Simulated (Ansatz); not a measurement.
Ansatz (an electronic-structure program) input (B3LYP/6-31G*):

Ansatz 0.2 input:
```yaml
crystal:
  periodic: [false, false, false]
  atoms:
    - {symbol: C, position_ang: [-1.07418128, -0.21162505, -0.02193321]}
    - {symbol: O, position_ang: [-0.80426615, -1.25850516, -0.41995211]}
    - {symbol: O, position_ang: [0.06884204, 0.79292447, 0.19070633]}
    - {symbol: H, position_ang: [-1.99935379, 0.30549760, 0.23784596]}
    - {symbol: C, position_ang: [1.50958716, 0.37523867, 0.11783599]}
    - {symbol: H, position_ang: [2.04525726, 1.24843873, -0.23885472]}
    - {symbol: H, position_ang: [1.81242425, 0.05625082, 1.10994200]}
    - {symbol: H, position_ang: [1.53355499, -0.43558812, -0.60121075]}
    - {symbol: H, position_ang: [-0.12092511, 1.56836467, 0.75082691]}
basis:
  gaussian:
    orbitals: 6-31G*
hamiltonian:
  xc: {name: B3LYP}
total_charge: 1
relax: {f_tol: 0.003, max_steps: 120}
```

Output:

```
WARN ansatz: RAYON_NUM_THREADS=1 ignored (pool sized by the plan → 1); use --threads N
Functional definition: B3LYP
integrals: 0.02 GiB planned
773 factors; integrals over basis functions are off by at most 3.5e-4 eV
mean field: 0.21 GiB planned
mean field evaluation 1: about -6230.0228 eV, gradient 7.7e1 eV
mean field evaluation 2: about -6212.6668 eV, gradient 1.2e2 eV
mean field evaluation 4: about -6240.4570 eV, gradient 9.0e0 eV
mean field evaluation 8: about -6240.5880 eV, gradient 1.5e-1 eV
mean field -6240.58804663 eV, -229.3373806913 hartree, gradient 1.8e-5 eV, S^2 0.000000; 0 other end points of the search recorded, 0 dependent functions left out
the calculation of the forces begins
reference -6240.58820581 eV, -229.3373865408 hartree; 16, 16 occupied and 54, 54 virtual orbitals, 773 factors
relax step   1: F+E_penalty+E_count = -6240.58804663 eV  Δ(F+E_penalty+E_count) = +0.000e0 eV  max|allowed force component| = 1.086e0 eV/Å  Δτ_max = 0.0000 Å  (25 SCF iters, accepted)
these checks for a lower state are left out or cut short: starts, cluster_reference, orbital_swaps, neighbouring_geometries, increment
integrals: 0.02 GiB planned
773 factors; integrals over basis functions are off by at most 3.6e-4 eV
mean field: 0.21 GiB planned
mean field evaluation 16: about -6240.5966 eV, gradient 9.2e-1 eV
mean field -6240.59600201 eV, -229.3376730460 hartree, gradient 5.5e-5 eV, S^2 0.000000; 0 other end points of the search recorded, 0 dependent functions left out
the calculation of the forces begins
reference -6240.59616150 eV, -229.3376789072 hartree; 16, 16 occupied and 54, 54 virtual orbitals, 773 factors
relax step   2: F+E_penalty+E_count = -6240.59600201 eV  Δ(F+E_penalty+E_count) = -7.955e-3 eV  max|allowed force component| = 1.121e-1 eV/Å  Δτ_max = 0.0103 Å  (26 SCF iters, accepted)
these checks for a lower state are left out or cut short: starts, cluster_reference, orbital_swaps, neighbouring_geometries, increment
integrals: 0.02 GiB planned
773 factors; integrals over basis functions are off by at most 3.6e-4 eV
mean field: 0.21 GiB planned
mean field -6240.59564140 eV, -229.3376597937 hartree, gradient 5.4e-5 eV, S^2 0.000000; 0 other end points of the search recorded, 0 dependent functions left out
the calculation of the forces begins
reference -6240.59580090 eV, -229.3376656554 hartree; 16, 16 occupied and 54, 54 virtual orbitals, 773 factors
relax step   3: F+E_penalty+E_count = -6240.59564140 eV  Δ(F+E_penalty+E_count) = +3.606e-4 eV  max|allowed force component| = 1.314e-1 eV/Å  Δτ_max = 0.0092 Å  (25 SCF iters, rejected (line search))
these checks for a lower state are left out or cut short: starts, cluster_reference, orbital_swaps, neighbouring_geometries, increment
integrals: 0.02 GiB planned
773 factors; integrals over basis functions are off by at most 3.6e-4 eV
mean field: 0.21 GiB planned
mean field -6240.59648036 eV, -229.3376906249 hartree, gradient 2.2e-5 eV, S^2 0.000000; 0 other end points of the search recorded, 0 dependent functions left out
the calculation of the forces begins
reference -6240.59663984 eV, -229.3376964857 hartree; 16, 16 occupied and 54, 54 virtual orbitals, 773 factors
relax step   4: F+E_penalty+E_count = -6240.59648036 eV  Δ(F+E_penalty+E_count) = -4.783e-4 eV  max|allowed force component| = 4.319e-2 eV/Å  Δτ_max = 0.0046 Å  (23 SCF iters, accepted)
these checks for a lower state are left out or cut short: starts, cluster_reference, orbital_swaps, neighbouring_geometries, increment
integrals: 0.02 GiB planned
773 factors; integrals over basis functions are off by at most 3.6e-4 eV
mean field: 0.21 GiB planned
mean field evaluation 32: about -6240.5989 eV, gradient 4.0e-1 eV
mean field -6240.59652263 eV, -229.3376921783 hartree, gradient 1.1e-5 eV, S^2 0.000000; 0 other end points of the search recorded, 0 dependent functions left out
the calculation of the forces begins
reference -6240.59668204 eV, -229.3376980366 hartree; 16, 16 occupied and 54, 54 virtual orbitals, 773 factors
relax step   5: F+E_penalty+E_count = -6240.59652263 eV  Δ(F+E_penalty+E_count) = -4.227e-5 eV  max|allowed force component| = 2.829e-2 eV/Å  Δτ_max = 0.0068 Å  (24 SCF iters, accepted)
these checks for a lower state are left out or cut short: starts, cluster_reference, orbital_swaps, neighbouring_geometries, increment
integrals: 0.02 GiB planned
773 factors; integrals over basis functions are off by at most 3.6e-4 eV
mean field: 0.21 GiB planned
mean field -6240.59665509 eV, -229.3376970463 hartree, gradient 1.3e-5 eV, S^2 0.000000; 0 other end points of the search recorded, 0 dependent functions left out
the calculation of the forces begins
reference -6240.59681450 eV, -229.3377029043 hartree; 16, 16 occupied and 54, 54 virtual orbitals, 773 factors
relax step   6: F+E_penalty+E_count = -6240.59665509 eV  Δ(F+E_penalty+E_count) = -1.325e-4 eV  max|allowed force component| = 9.040e-3 eV/Å  Δτ_max = 0.0038 Å  (24 SCF iters, accepted)
these checks for a lower state are left out or cut short: starts, cluster_reference, orbital_swaps, neighbouring_geometries, increment
integrals: 0.02 GiB planned
773 factors; integrals over basis functions are off by at most 3.6e-4 eV
mean field: 0.21 GiB planned
mean field -6240.59672641 eV, -229.3376996671 hartree, gradient 5.1e-5 eV, S^2 0.000000; 0 other end points of the search recorded, 0 dependent functions left out
the calculation of the forces begins
reference -6240.59688567 eV, -229.3377055199 hartree; 16, 16 occupied and 54, 54 virtual orbitals, 773 factors
relax step   7: F+E_penalty+E_count = -6240.59672641 eV  Δ(F+E_penalty+E_count) = -7.131e-5 eV  max|allowed force component| = 1.745e-2 eV/Å  Δτ_max = 0.0150 Å  (24 SCF iters, accepted)
these checks for a lower state are left out or cut short: starts, cluster_reference, orbital_swaps, neighbouring_geometries, increment
integrals: 0.02 GiB planned
773 factors; integrals over basis functions are off by at most 3.6e-4 eV
mean field: 0.21 GiB planned
mean field -6240.59676522 eV, -229.3377010936 hartree, gradient 5.2e-5 eV, S^2 0.000000; 0 other end points of the search recorded, 0 dependent functions left out
the calculation of the forces begins
reference -6240.59692440 eV, -229.3377069432 hartree; 16, 16 occupied and 54, 54 virtual orbitals, 773 factors
relax step   8: F+E_penalty+E_count = -6240.59676522 eV  Δ(F+E_penalty+E_count) = -3.882e-5 eV  max|allowed force component| = 6.594e-3 eV/Å  Δτ_max = 0.0145 Å  (25 SCF iters, accepted)
these checks for a lower state are left out or cut short: starts, cluster_reference, orbital_swaps, neighbouring_geometries, increment
integrals: 0.02 GiB planned
773 factors; integrals over basis functions are off by at most 3.7e-4 eV
mean field: 0.21 GiB planned
mean field -6240.59678089 eV, -229.3377016692 hartree, gradient 5.1e-5 eV, S^2 0.000000; 0 other end points of the search recorded, 0 dependent functions left out
the calculation of the forces begins
reference -6240.59694004 eV, -229.3377075179 hartree; 16, 16 occupied and 54, 54 virtual orbitals, 773 factors
relax step   9: F+E_penalty+E_count = -6240.59678089 eV  Δ(F+E_penalty+E_count) = -1.566e-5 eV  max|allowed force component| = 6.428e-3 eV/Å  Δτ_max = 0.0096 Å  (25 SCF iters, accepted)
these checks for a lower state are left out or cut short: starts, cluster_reference, orbital_swaps, neighbouring_geometries, increment
integrals: 0.02 GiB planned
773 factors; integrals over basis functions are off by at most 3.7e-4 eV
mean field: 0.21 GiB planned
mean field evaluation 64: about -6240.5968 eV, gradient 8.4e-6 eV
mean field -6240.59678597 eV, -229.3377018558 hartree, gradient 8.4e-6 eV, S^2 0.000000; 0 other end points of the search recorded, 0 dependent functions left out
the calculation of the forces begins
reference -6240.59694512 eV, -229.3377077047 hartree; 16, 16 occupied and 54, 54 virtual orbitals, 773 factors
relax step  10: F+E_penalty+E_count = -6240.59678597 eV  Δ(F+E_penalty+E_count) = -5.078e-6 eV  max|allowed force component| = 1.982e-2 eV/Å  Δτ_max = 0.0064 Å  (24 SCF iters, accepted)
these checks for a lower state are left out or cut short: starts, cluster_reference, orbital_swaps, neighbouring_geometries, increment
integrals: 0.02 GiB planned
773 factors; integrals over basis functions are off by at most 3.7e-4 eV
mean field: 0.21 GiB planned
mean field -6240.59667790 eV, -229.3376978845 hartree, gradient 5.1e-5 eV, S^2 0.000000; 0 other end points of the search recorded, 0 dependent functions left out
the calculation of the forces begins
reference -6240.59683709 eV, -229.3377037345 hartree; 16, 16 occupied and 54, 54 virtual orbitals, 773 factors
relax step  11: F+E_penalty+E_count = -6240.59667790 eV  Δ(F+E_penalty+E_count) = +1.081e-4 eV  max|allowed force component| = 5.462e-2 eV/Å  Δτ_max = 0.0068 Å  (26 SCF iters, rejected (line search))
these checks for a lower state are left out or cut short: starts, cluster_reference, orbital_swaps, neighbouring_geometries, increment
integrals: 0.02 GiB planned
773 factors; integrals over basis functions are off by at most 3.7e-4 eV
mean field: 0.21 GiB planned
mean field -6240.59679292 eV, -229.3377021113 hartree, gradient 8.4e-5 eV, S^2 0.000000; 0 other end points of the search recorded, 0 dependent functions left out
the calculation of the forces begins
reference -6240.59695207 eV, -229.3377079601 hartree; 16, 16 occupied and 54, 54 virtual orbitals, 773 factors
relax step  12: F+E_penalty+E_count = -6240.59679292 eV  Δ(F+E_penalty+E_count) = -6.954e-6 eV  max|allowed force component| = 1.202e-3 eV/Å  Δτ_max = 0.0016 Å  (19 SCF iters, accepted)
integrals: 0.02 GiB planned
773 factors; integrals over basis functions are off by at most 3.7e-4 eV
mean field: 0.21 GiB planned
mean field -6240.59679292 eV, -229.3377021113 hartree, gradient 8.4e-5 eV, S^2 0.000000; 1 other end points of the search recorded, 0 dependent functions left out
the calculation of the forces begins
reference -6240.59695207 eV, -229.3377079601 hartree; 16, 16 occupied and 54, 54 virtual orbitals, 773 factors
Total energy: -6240.59695207 eV, -229.3377079601 hartree
Atom 0 at    -1.074593    -0.202530    -0.035922 Å, force     0.000479     0.000014     0.000083 eV/Å
Atom 1 at    -0.810672    -1.247861    -0.473126 Å, force    -0.000109     0.000220     0.000169 eV/Å
Atom 2 at     0.067429     0.782041     0.215118 Å, force     0.001202     0.000409    -0.000351 eV/Å
Atom 3 at    -2.002672     0.306825     0.237230 Å, force    -0.000024    -0.000027    -0.000030 eV/Å
Atom 4 at     1.515116     0.374600     0.122300 Å, force    -0.000357    -0.000193    -0.000101 eV/Å
Atom 5 at     2.032126     1.238221    -0.291276 Å, force     0.000021     0.000143    -0.000196 eV/Å
Atom 6 at     1.845959     0.105290     1.124152 Å, force    -0.000128    -0.000249    -0.000203 eV/Å
Atom 7 at     1.523828    -0.472468    -0.559716 Å, force    -0.000472     0.000397     0.000648 eV/Å
Atom 8 at    -0.125582     1.556877     0.786447 Å, force    -0.000612    -0.000714    -0.000018 eV/Å
Dipole moment:     0.034346     0.785483     0.434088 e Å
```

The dipole moment of an ion depends on the origin.
